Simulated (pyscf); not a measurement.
Thermochemistry of product channels of F–Zr(F)(F)–F + hydrogen chloride (HCl) on the singlet surface, in kcal/mol, from ωB97M-D3(BJ)/def2-TZVP energies (ideal gas, 1 atm, RRHO with modes under 100 cm⁻¹ raised to 100, one conformer, R ln 2 for chiral ones without a mode under 150 cm⁻¹). Single points on ωB97X-D3(BJ)/def2-SVP structures (PySCF, gas phase).

| products | ΔE | ΔH(298 K) | ΔG(600 K) | ΔG(900 K) |
|---|---|---|---|---|
| hydrogen fluoride (HF) + F–Zr(F)(F)–Cl | (withheld) | +6.9 | +5.5 | +4.7 |
| F–Cl + F–ZrH(F)–F | (withheld) | +120.8 | +118.0 | +116.7 |

**Question.** Some entries are withheld; supply them.

**Answer.** 
- hydrogen fluoride (HF) + F–Zr(F)(F)–Cl, ΔE: +5.7
- F–Cl + F–ZrH(F)–F, ΔE: +122.0

These are energies of the channels, which say nothing of barriers. Elements past Kr carry the def2 core potentials, without spin-orbit coupling.
